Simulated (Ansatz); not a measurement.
**BSiN+ (doublet): the correlation ladder, def2-QZVPP**

One table from this session's results is given with a row withheld; the runs are named, their logs left out.

Program: Ansatz 0.2.0, Gaussian basis. Level of theory: def2-QZVPP, core rule «outside noble gas», up to 7 orbitals frozen. These are calculated values, not measurements.

The runs, in order: UHF; ROHF; CCSD(T) on UHF.

2 further runs of the same task are left out: 2 set aside as unsound or not needed.

## What is computed

The geometry is a PBE0/def2-TZVP stationary point (not a proven minimum) of the parent state, kept for this charge and spin.

3 atoms, charge 1, spin multiplicity 2.

Atoms are counted from 1 here; the program's logs count them from 0.

Bond lengths: B1–N2 1.366 Å, N2–Si3 1.578 Å. Angles: B1–N2–Si3 180.0°.

The first run:

in.yaml

```yaml
crystal:
  periodic: [false, false, false]
  atoms:
    - {symbol: B, position_ang: [0.000000, 0.000000, 1.436730]}
    - {symbol: N, position_ang: [0.000000, 0.000000, 0.070506]}
    - {symbol: Si, position_ang: [0.000000, 0.000000, -1.507236]}
basis:
  gaussian: {orbitals: "def2-QZVPP.json"}
total_charge: 1
magnetization: {spin_polarized: true, initial_magnetization: 1}
hamiltonian: {xc: hf}
output: {orbitals: {seedname: orbitals}}
```

On the command line:

```bash
$ ansatz run in.yaml --threads 1 --pin off --events-out ev --progress --plain --max-ram 2393MiB
```

Steps of the session up to this table: UHF; ROHF; CCSD(T) on UHF.

One of the session's tables, all rows but one given; the rest of the session is left out.

```
  method  from UCCSD(T) (meV)
    ROHF             +10010.5
     UHF                    ?
    UMP2               +837.1
   UCCSD               +546.3
UCCSD(T)                    0
```

Estimate the missing values for UHF.

The run gave: from UCCSD(T) (meV): +9961.7. In the column «from UCCSD(T) (meV)» it lies between UMP2 (+837.1) and ROHF (+10010.5).
